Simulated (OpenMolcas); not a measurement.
**doublet BF+: a chain of runs**

Wanted: a single-point energy (ROHF/STO-3G), then the energy (CASSCF(3,3)/STO-3G), then a single-point energy (CASPT2(3,3)/STO-3G), then a single-point energy (SC-NEVPT2(3,3)/STO-3G), then a single-point energy (MRCI(3,3)/STO-3G) of doublet BF+. 

The results are computed with OpenMolcas 26.06.

1 further run of the same task is left out (set aside as unsound or not needed).

## 1. The system as given

BF+: 2 atoms, total charge +1, spin state doublet. As SMILES of the parent species, `[B]F`. The coordinates come from a GFN2-xTB relaxation. That shape belongs to the parent species and isn't relaxed for this state.

Bond lengths: B1–F2 1.244 Å.

## 2. A single-point energy at ROHF/STO-3G (run 1)

Contents of step1.inp:

```
&GATEWAY
 BasLib=$CurrDir
 Coord
 2
 angstrom
 B        0.000000       0.000000       0.000000
 F        0.000000       0.000000       1.244390
 Basis=STO-3G
 Group=NoSym

&SEWARD

&SCF
 UHF
 Charge=1
 Spin=2
 Scramble=0.25
 PrOrbitals=1 1

&RASSCF
 FileOrb=$Project.UnaOrb
 Spin=2
 Nactel=1 0 0
 Inactive=6
 Ras2=1
 OutOrbitals=Canonical
 OrbListing=Nothing
```

The basis set STO-3G is read from a file made from the Basis Set Exchange's data (not shown).

On the command line:

```console
$ export MOLCAS_MEM=1860
$ pymolcas step1.inp > step1.log
```

The log of the run:

```text
--- Start Module: gateway ---
[...]
--- Stop Module: gateway /rc=_RC_ALL_IS_WELL_ ---
[...]
      Basis functions           10
[...]
--- Start Module: scf ---
[...]
       Convergence after  17 Iterations
[...]
::    Total SCF energy                               -122.0956665716
[...]
      Total spin, S                                     0.5070607465
[...]
--- Stop Module: scf /rc=_RC_ALL_IS_WELL_ ---
--- Start Module: rasscf ---
[...]
      Number of active orbitals                  1
[...]
      Spin quantum number                      0.5
[...]
      Active orbitals                            1
[...]
      Number of CSFs                             1
[...]
      Number of root(s) required                 1
[...]
      Convergence after  7 iterations
[...]
      printout of CI-coefficients larger than  0.05 for root  1
      energy=    -122.093690
      conf/sym  1     Coeff  Weight
             1  u   1.00000 1.00000
      Natural orbitals and occupation numbers for root  1
      sym 1:   1.000000
      ************************************************************************************************************************
      *                                                    Final results                                                     *
[...]
::    RASSCF root number  1 Total energy:   -122.09368950
[...]
      Total electronic charge=   13.000000
      Total            charge=    1.000000
[...]
      Dipole Moment (debye):
      Origin of the operator (angstrom)=    0.0000    0.0000    0.7878
                   X= -1.7543E-07               Y= -3.2638E-07               Z= -3.4064E+00           Total=  3.4064E+00
      Center of Charge (angstrom)
[...]
--- Stop Module: rasscf /rc=_RC_ALL_IS_WELL_ ---
[...]
```

Run time: 1.8 s. Hardware: 1 thread of Intel Xeon 6975P-C (Granite Rapids), shared host; peak memory 0.37 GiB.

## 3. A single-point energy at CASSCF(3,3)/STO-3G (run 2)

Contents of step2.inp:

```
* BF CASSCF

&GATEWAY
  BasLib = $CurrDir
  Coord
  2
  angstrom
  B        0.000000       0.000000       0.000000
  F        0.000000       0.000000       1.244390
  Basis = STO-3G
  Group = NoSym

&SEWARD

&RASSCF
  FileOrb = $CurrDir/step1.RasOrb
  Spin = 2
  Nactel = 3 0 0
  Inactive = 5
  Ras2 = 3
  OrbListing = Nothing
  OrbAppear = Compact
```

The basis set STO-3G is read from a file made from the Basis Set Exchange's data (not shown).

On the command line:

```console
$ export MOLCAS_MEM=1860
$ pymolcas step2.inp > step2.log
```

The log of the run:

```text
--- Start Module: gateway ---
[...]
--- Stop Module: gateway /rc=_RC_ALL_IS_WELL_ ---
--- Start Module: seward ---
[...]
      Basis functions           10
--- Stop Module: seward /rc=_RC_ALL_IS_WELL_ ---
--- Start Module: rasscf ---
[...]
      Number of active orbitals                  3
[...]
      Spin quantum number                      0.5
[...]
      Active orbitals                            3
[...]
      Number of CSFs                             8
[...]
      Number of root(s) required                 1
[...]
      Convergence after 16 iterations
[...]
      printout of CI-coefficients larger than  0.05 for root  1
      energy=    -122.104251
      conf/sym  111     Coeff  Weight
             1  2u0   0.99329 0.98663
             4  udu  -0.06481 0.00420
             8  0u2   0.08812 0.00777
      Natural orbitals and occupation numbers for root  1
      sym 1:   1.978868   1.000000   0.021132
      ************************************************************************************************************************
      *                                                    Final results                                                     *
[...]
::    RASSCF root number  1 Total energy:   -122.10425080
[...]
      Total electronic charge=   13.000000
      Total            charge=    1.000000
[...]
      Dipole Moment (debye):
      Origin of the operator (angstrom)=    0.0000    0.0000    0.7878
                   X=  9.2747E-09               Y=  1.4625E-08               Z= -3.1791E+00           Total=  3.1791E+00
      Center of Charge (angstrom)
[...]
--- Stop Module: rasscf /rc=_RC_ALL_IS_WELL_ ---
[...]
```

Run time: 1.4 s. Hardware: 1 thread of Intel Xeon 6975P-C (Granite Rapids), shared host; peak memory 0.37 GiB.

## 4. A single-point energy at CASPT2(3,3)/STO-3G (run 3)

Contents of step3.input:

```
>>> EXPORT MOLCAS_PRINT=2

&GATEWAY
  BasLib=$CurrDir
  Coord
  2
  angstrom
  B        0.000000       0.000000       0.000000
  F        0.000000       0.000000       1.244390
  Basis=STO-3G
  Group=NoSym

&SEWARD

&RASSCF
  FileOrb=$CurrDir/step2.RasOrb
  Spin=2
  Nactel=3 0 0
  Inactive=5
  Ras2=3
  OrbListing=Nothing
  OrbAppear=Compact

&CASPT2
  Imaginary=0.1
  Frozen=2
```

The basis set STO-3G is read from a file made from the Basis Set Exchange's data (not shown).

On the command line:

```console
$ export MOLCAS_MEM=1860
$ pymolcas step3.input > step3.log
```

The log of the run:

```text
--- Start Module: gateway ---
[...]
--- Stop Module: gateway /rc=_RC_ALL_IS_WELL_ ---
[...]
      Basis functions           10
[...]
--- Start Module: rasscf ---
[...]
      Number of active orbitals                  3
[...]
      Spin quantum number                      0.5
[...]
      Active orbitals                            3
[...]
      Number of CSFs                             8
[...]
      Number of root(s) required                 1
[...]
      Convergence after  4 iterations
[...]
      printout of CI-coefficients larger than  0.05 for root  1
      energy=    -122.104251
      conf/sym  111     Coeff  Weight
             1  2u0   0.99329 0.98663
             4  udu  -0.06482 0.00420
             8  0u2   0.08814 0.00777
      Natural orbitals and occupation numbers for root  1
      sym 1:   1.978859   1.000000   0.021141
      ************************************************************************************************************************
      *                                                    Final results                                                     *
[...]
::    RASSCF root number  1 Total energy:   -122.10425081
[...]
      Total electronic charge=   13.000000
      Total            charge=    1.000000
[...]
      Dipole Moment (debye):
      Origin of the operator (angstrom)=    0.0000    0.0000    0.7878
                   X=  1.0028E-08               Y=  1.5284E-08               Z= -3.1792E+00           Total=  3.1792E+00
      Center of Charge (angstrom)
[...]
--- Stop Module: rasscf /rc=_RC_ALL_IS_WELL_ ---
--- Start Module: caspt2 ---
[...]
      E2 (Variational):          -0.0552173231
      Total energy:            -122.1594681321
[...]
      Reference weight:           0.97515
[...]
::    CASPT2 Root  1     Total energy:   -122.15946813
[...]
--- Stop Module: caspt2 /rc=_RC_ALL_IS_WELL_ ---
[...]
```

It took 1.3 s on 1 thread of Intel Xeon 6975P-C (Granite Rapids), shared host; peak memory 0.37 GiB.

## 5. The energy at SC-NEVPT2(3,3)/STO-3G (run 4)

Contents of step4.input:

```
&GATEWAY
 BasLib = $CurrDir
 Coord
 2
 angstrom
 B        0.000000       0.000000       0.000000
 F        0.000000       0.000000       1.244390
 Basis = STO-3G
 Group = NoSym

&SEWARD

&RASSCF
 FileOrb = $CurrDir/step2.RasOrb
 Spin = 2
 Nactel = 3 0 0
 Inactive = 5
 Ras2 = 3
 OrbListing = Nothing
 OrbAppear = Compact

&CASPT2
 SC-NEVPT2
 Frozen = 2
```

The basis set STO-3G is read from a file made from the Basis Set Exchange's data (not shown).

On the command line:

```console
$ export MOLCAS_MEM=1860
$ pymolcas step4.input > step4.log
```

The log of the run:

```text
--- Start Module: gateway ---
[...]
--- Stop Module: gateway /rc=_RC_ALL_IS_WELL_ ---
[...]
      Basis functions           10
[...]
--- Start Module: rasscf ---
[...]
      Number of active orbitals                  3
[...]
      Spin quantum number                      0.5
[...]
      Active orbitals                            3
[...]
      Number of CSFs                             8
[...]
      Number of root(s) required                 1
[...]
      Convergence after  4 iterations
[...]
      printout of CI-coefficients larger than  0.05 for root  1
      energy=    -122.104251
      conf/sym  111     Coeff  Weight
             1  2u0   0.99329 0.98663
             4  udu  -0.06482 0.00420
             8  0u2   0.08814 0.00777
      Natural orbitals and occupation numbers for root  1
      sym 1:   1.978859   1.000000   0.021141
      ************************************************************************************************************************
      *                                                    Final results                                                     *
[...]
::    RASSCF root number  1 Total energy:   -122.10425081
[...]
      Total electronic charge=   13.000000
      Total            charge=    1.000000
[...]
      Dipole Moment (debye):
      Origin of the operator (angstrom)=    0.0000    0.0000    0.7878
                   X=  1.0028E-08               Y=  1.5284E-08               Z= -3.1792E+00           Total=  3.1792E+00
      Center of Charge (angstrom)
[...]
--- Stop Module: rasscf /rc=_RC_ALL_IS_WELL_ ---
--- Start Module: caspt2 ---
[...]
      E2 (Variational):          -0.0619840901
[...]
      E2 (Variational):          -0.0616505220
      Total energy:            -122.1659013310
[...]
      Reference weight:           0.96819
[...]
::    SC-NEVPT2 Root  1     Total energy:   -122.16590133
[...]
```

It took 1.4 s on 1 thread of Intel Xeon 6975P-C (Granite Rapids), shared host; peak memory 0.37 GiB.

## 6. The energy at MRCI(3,3)/STO-3G (run 5)

Contents of step5.input:

```
* BF MRCI
>>> EXPORT MOLCAS_PRINT=2
&gateway
baslib
$CurrDir
coord
2
angstrom
B        0.000000       0.000000       0.000000
F        0.000000       0.000000       1.244390
basis
STO-3G
group
NoSym
&seward
&rasscf
fileorb
$CurrDir/step2.RasOrb
spin
2
nactel
3 0 0
inactive
5
ras2
3
orblisting
Nothing
orbappear
Compact
&motra
lumorb
frozen
2
&guga
electrons
9
spin
2
inactive
3
active
3
ciall
1
&mrci
sdci
```

The basis set STO-3G is read from a file made from the Basis Set Exchange's data (not shown).

On the command line:

```console
$ export MOLCAS_MEM=1860
$ pymolcas step5.input > step5.log
```

The log of the run:

```text
--- Start Module: gateway ---
[...]
--- Stop Module: gateway /rc=_RC_ALL_IS_WELL_ ---
[...]
      Basis functions           10
[...]
      Number of active orbitals                  3
[...]
      Spin quantum number                      0.5
[...]
      Active orbitals                            3
[...]
      Number of CSFs                             8
[...]
      Number of root(s) required                 1
[...]
      Convergence after  4 iterations
[...]
      printout of CI-coefficients larger than  0.05 for root  1
      energy=    -122.104251
      conf/sym  111     Coeff  Weight
             1  2u0   0.99329 0.98663
             4  udu  -0.06482 0.00420
             8  0u2   0.08814 0.00777
      Natural orbitals and occupation numbers for root  1
      sym 1:   1.978859   1.000000   0.021141
      ************************************************************************************************************************
      *                                                    Final results                                                     *
[...]
::    RASSCF root number  1 Total energy:   -122.10425081
[...]
      Dipole Moment (debye):
      Origin of the operator (angstrom)=    0.0000    0.0000    0.7878
                   X=  1.0028E-08               Y=  1.5284E-08               Z= -3.1792E+00           Total=  3.1792E+00
      Center of Charge (angstrom)
[...]
--- Start Module: guga ---
[...]
       (But an ACPF correction will be computed)
       USE THE DEFAULT ACPF G-VALUE GFAC=  0.22222222222222221
[...]
                      CI ENERGY:  -122.17528697
[...]
                ACPF CORRECTION:    -0.00335187
[...]
      Total electronic charge=   13.000000
      Total            charge=    1.000000
[...]
     ACPF CORRECTION:     -0.00335187
[...]
  CI State   1     Total energy:   -122.17528697     QDav:     -0.00436844     QACPF:     -0.00335187
[...]
```

It took 1.3 s on 1 thread of Intel Xeon 6975P-C (Granite Rapids), shared host; peak memory 0.37 GiB.

## 7. Outcome

| quantity | value |
| --- | --- |
| run 1, ROHF/STO-3G: total energy | -122.09369 Eh |
| run 2, CASSCF(3,3)/STO-3G: total energy | -122.10425 Eh |
| run 3, CASPT2(3,3)/STO-3G: total energy | -122.15947 Eh |
| run 4, SC-NEVPT2(3,3)/STO-3G: total energy | -122.16590 Eh |
| run 5, MRCI(3,3)/STO-3G: total energy | -122.17529 Eh |
